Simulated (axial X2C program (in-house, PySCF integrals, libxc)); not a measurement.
# Worked dissociation energy of O₂: CCSD, without spin–orbit coupling

Calculated with an in-house all-electron X2C program for linear molecules (integrals from PySCF). Spin-free means the one-electron spin-free X2C Hamiltonian. Basis: O dyall-av3z [7s6p3d2f] (cores contracted in-house); Gaussian nuclei, density fitting, unrestricted open shells. Masses: O 15.995 u.

Molecular state: M_S = 1, Λ = 0 (beyond evenly filled blocks: π+α, π-α).

Correlated methods: 12 electrons correlated (number of frozen shells: O 1 s), 196 virtual spin orbitals or spinors in MP2, 90 natural virtuals in coupled cluster.

* E(O) (2M_S = 2, M_L = 0): -75.038084 hartree
* E(O₂) at Re: -150.247425 hartree
* ωe: 1658.2 cm⁻¹
* ωexe: 10.3 cm⁻¹

Task: Work out De and D0.

Result: De = -75.038084 + (-75.038084) − (-150.247425) = 0.17126 hartree = 4.660 eV. The zero-point energy is ωe/2 − ωexe/4 = 827 cm⁻¹ = 0.102 eV, so D0 = 4.558 eV.

The state is a single determinant with fixed occupations, the lowest that a limited PBE0 search found. Dissociation energies refer to the lowest single-determinant-based atoms at the same level and basis. CCSD ran in a truncated set of natural virtual spinors with an MP2 remainder; without triples it tends to underbind.

The levels of this run spread widely (ωe from 1458 to 1846 cm⁻¹), so these constants depend on the method.

Each atomic determinant is the lowest at this level and need not be a pure term. Totals compare only within one Hamiltonian and basis.
